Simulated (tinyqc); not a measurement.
Orbital energy against energy difference: ionisation energy by orbital energies and by energy differences in the cc-pvdz basis, for H2O, spin multiplicity 1. Computed by the program tinyqc with PySCF. The cation is unrestricted; errors are against CCSD(T) in this basis, not against experiment.

Geometry (angstrom):
```
atom       x        y       z
O     0.0000   0.0000  0.0000
H     0.0000   0.7930  0.4790
H     0.0000  -0.7930  0.4790
```

CCSD(T) difference in the same basis = 11.9855 eV

IP-EOM-CCSD = 11.8253 eV

First vertical ionisation energy (eV):
```
method     -e(HOMO)  E(cation) - E  error of -e(HOMO)  error of the difference
HF           13.353       10.77297              1.368                   -1.213
LDA           6.190       12.68651             -5.796                    0.701
PBE           6.090       12.32828             -5.895                    0.343
B3LYP         7.798       12.35837             -4.187                    0.373
PBE0          8.173       12.24321             -3.813                    0.258
CAM-B3LYP     9.695       12.35416             -2.290                    0.369
LC-wPBE      11.181       12.41183             -0.805                    0.426
```

What does the comparison show, and why?

Koopmans errs by +1.37 eV and Delta-HF by -1.21 eV: relaxation, 2.58 eV, lowers the value and the missing correlation difference works against it. The PBE level is off by -5.9 eV through the wrong tail of its potential, though its energy difference is off by +0.34 eV; exact exchange deepens the level, and among the orbital energies LC-wPBE comes closest; among the differences PBE0 does.
